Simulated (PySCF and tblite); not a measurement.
Results of a calculation; reference values are marked as such.
System: C2H3NO2, numbered as in [H]/[N:1]=[CH:2]\[O:3][CH:4]=[O:5].

Motion: rotation about the C4–O3 bond (torsion O5–C4–O3–C2 from 0° to 170°, rising). GFN2-xTB gives an electronic barrier of 9.7 kcal/mol and a reaction energy of 4.8 kcal/mol.

Problem. What does PBE0/pcSseg-2 + D3(BJ) give on B3LYP-D3(BJ)/def2-SVP geometries?

Solution. A barrier of 8.0 kcal/mol, 1.8 below the tight-binding barrier (from unrounded values), a reaction energy of 3.4 kcal/mol and, with GFN2-xTB thermal terms, ΔG‡(298 K) = 7.5 kcal/mol and k = 3.9×10⁷ s⁻¹ (2 equivalent paths).

Problem. And the level of the geometries itself, B3LYP-D3(BJ)/def2-SVP?

Solution. 9.3 kcal/mol.

Programs: tblite and PySCF.
